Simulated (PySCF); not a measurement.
Acetyl fluoride, C2H3FO.
SMILES: `CC(=O)F`

Computed with B3LYP/def2-SVPD in PySCF (dipole) on a GFN2-xTB geometry, gas phase.

Take the most abundant isotopes and a rigid rotor. 

Problem. What are A, B and C (cm⁻¹)?

Solution. Ia = 45.48, Ib = 52.06, Ic = 94.42 u·Å²; 505379 MHz·u·Å²/I gives 11113, 9708 and 5353 MHz, that is A = 0.37069, B = 0.32384, C = 0.17855 cm⁻¹.

Problem. Classify the top.

Solution. An asymmetric top; Ray's κ = 0.512.

Problem. Is it planar, by Δ = Ic − Ia − Ib?

Solution. Not planar: Δ = Ic − Ia − Ib = -3.12 u·Å². For a rigid frame Δ = −2 Σ m c², so Σ m c² = 1.56 u·Å² lies off the ab plane, practically all of it from hydrogen. The atom farthest from that plane is 0.88 Å away.

Problem. Give the other two planar moments, Paa and Pbb, and the rms extents of the mass along the axes.

Solution. Paa = Σ m a² = (Ib + Ic − Ia)/2 = 50.50 and Pbb = Σ m b² = (Ia + Ic − Ib)/2 = 43.92 u·Å². With the mass M = 62.02 u, the rms extents √(P/M) along a, b and c are 0.90, 0.84, 0.16 Å.

Problem. Where do the levels up to J = 2 lie, in cm⁻¹?

Solution. Above 0(0,0):
J = 1: 1(0,1) 0.5024, 1(1,1) 0.5492, 1(1,0) 0.6945
J = 2: 2(0,2) 1.3991, 2(1,2) 1.4087, 2(1,1) 1.8446, 2(2,1) 1.9851, 2(2,0) 2.0932

Problem. Which types of transition are allowed, and where do some lines up to J = 2 fall?

Solution. The dipole components are |μa| = 2.98 D, |μb| = 0.75 D, |μc| = 0.00 D; the mirror of this Cs structure is the ab plane, so μc vanishes by symmetry and there are no c-type lines. Intensities carry the squares of the components, which stand as 1.00 : 0.06 (a : b). Some lines, for components of 0.1 D or more:

| type | branch | J(Ka,Kc) | MHz | lower level (cm⁻¹) |
| --- | --- | --- | --- | --- |
| a | Q | 2(2,0) ← 2(2,1) | 3240 | 1.985 |
| a | Q | 1(1,0) ← 1(1,1) | 4356 | 0.549 |
| b | Q | 1(1,0) ← 1(0,1) | 5760 | 0.502 |
| b | Q | 2(2,0) ← 2(1,1) | 7453 | 1.845 |
| b | Q | 2(1,1) ← 2(0,2) | 13356 | 1.399 |
| a | R | 1(0,1) ← 0(0,0) | 15061 | 0.000 |
| b | R | 1(1,1) ← 0(0,0) | 16466 | 0.000 |
| b | Q | 2(2,1) ← 2(1,2) | 17281 | 1.409 |
| b | R | 2(0,2) ← 1(1,1) | 25478 | 0.549 |
| a | R | 2(0,2) ← 1(0,1) | 26883 | 0.502 |
| b | R | 2(1,2) ← 1(0,1) | 27171 | 0.502 |
| b | R | 2(2,0) ← 1(1,1) | 46287 | 0.549 |

Problem. Estimate the classical rotational partition function at 100 K, 298.15 K and 500 K.

Solution. Point group Cs, symmetry number σ = 1; q = (√π/σ)·√((kT/h)³/(ABC)), k/h = 20836.6 MHz/K: 7020 at 100 K, 36100 at 298.15 K, 78400 at 500 K.

GFN2-xTB frequencies: not computed here. These are rigid-rotor constants of the computed structure; measured ground-state constants (B0) also hold zero-point vibration. A rigid rotor knows nothing of internal rotation, which can split or shift real lines.
